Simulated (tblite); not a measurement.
Compound: C₄H₁₀N (doublet state).
Z-matrix (Å and degrees, GFN2-xTB geometry), rows numbered from 1:
```
C 
C   1  1.4742
C   2  1.5269  1  112.39
N   2  1.4801  1  110.14  3  -120.10
C   4  1.4449  2  116.13  1   -76.17
H   1  1.0738  2  120.51  3  -160.22
H   1  1.0745  2  119.50  3    38.01
H   2  1.0962  1  110.95  3   123.02
H   3  1.0866  2  110.03  1    64.11
H   3  1.0863  2  109.87  1  -175.54
H   3  1.0874  2  110.25  1   -55.81
H   4  1.0162  2  109.32  1    49.55
H   5  1.0982  4  114.54  2    63.74
H   5  1.0903  4  108.61  2   -57.60
H   5  1.0899  4  108.27  2  -175.36
```

Computed values, GFN2-xTB/tblite, gas phase, harmonic and unscaled. Against measured fundamentals such values can be off by several per cent, at times by over 20. One conformer, not necessarily the lowest. Open shells enter through the occupations alone, without spin polarisation, and single modes of such species can be off by tens of per cent.

Harmonic wavenumbers (cm⁻¹): 71.0, 178.5, 192.7, 203.3, 282.2, 331.2, 373.4, 482.2, 558.7, 766.3, 868.8, 902.0, 944.4, 1030.0, 1098.7, 1118.3, 1125.9, 1160.4, 1182.6, 1275.3, 1314.1, 1383.3, 1397.0, 1409.7, 1415.1, 1484.4, 1487.6, 1494.1, 1496.7, 2882.4, 2915.4, 3004.7, 3006.9, 3035.9, 3045.4, 3050.6, 3117.4, 3155.9, 3352.9.

A = 8036, B = 3628, C = 2821 MHz; mass 72.081 u (most abundant isotopes); point group C1, symmetry number 1; spin multiplicity 2.

Question: What is the zero-point energy?

Answer: Half the sum of the wavenumbers: 28798 cm⁻¹ = 344.50 kJ/mol.

Question: What is S at 273.15 K and 1 bar for an ideal gas of classical rigid rotors and harmonic oscillators?

Answer: Translation 160.39, rotation 106.74, vibration 64.36, spin (R ln 2) 5.76: S = 337.3 J/(mol K).

Question: And Cp and H(273.15 K) − H(0)?

Answer: Cp = 108.17 J/(mol K), of which vibrations give 74.92 (their classical limit is 39 R = 324.3); H(273.15 K) − H(0) = 19.10 kJ/mol without the zero-point energy, 10.01 from vibrations.

Question: Which modes carry the vibrational entropy at 273.15 K?

Answer: 71.0 cm⁻¹: 16.54; 178.5 cm⁻¹: 9.13; 192.7 cm⁻¹: 8.54; 203.3 cm⁻¹: 8.13; 282.2 cm⁻¹: 5.74; 331.2 cm⁻¹: 4.67 J/(mol K); the other 33 give 11.62 together.

Question: How do the functions run with temperature in this model?

Answer: 
```csv
T (K),S (J/(mol K)),Cp (J/(mol K)),H − H(0) (kJ/mol),G − H(0) (kJ/mol),ln q(vib)
50,220.8,42.6,1.82,-9.22,0.15
100,255.8,60.4,4.39,-21.18,0.68
298.15,347.0,115.3,21.89,-81.58,3.74
373.15,375.2,137.0,31.35,-108.67,4.96
500,420.2,170.9,50.93,-159.15,7.04
750,499.7,221.4,100.38,-274.38,11.14
1000,568.4,256.1,160.33,-408.10,15.07
```

q(vib) and H(0) count from the zero-point level.

Question: Blend soft modes into free rotors: weight 1/[1 + (100 cm⁻¹/ν̃)⁴] for the oscillator and the rest for a rotor with moment μB/(μ + B), μ = h/(8π²ν), B = 10⁻⁴⁴ kg m². What vibrational entropy results?

Answer: 61.66 J/(mol K) in place of 64.36, which changes −T·S at 273.15 K by +0.74 kJ/mol.

Question: What must be added to the electronic energy to get the Gibbs energy at 273.15 K and 1 bar?

Answer: ZPE + [H(273.15 K) − H(0)] − T·S = 344.50 + 19.10 − 92.12 = 271.48 kJ/mol.

Hindered rotation and anharmonicity are outside this model. Other conformers, if any are populated, would add a mixing term that is left out. The structure is chiral; the term R ln 2 for an equal mix with its mirror image is left out.

Hardware: one thread, Arm Neoverse V1 (aarch64), shared host with 32 logical CPUs at a one-minute load of 14. Cost: 0.28 s. This covers the Hessian and the dipole derivatives.
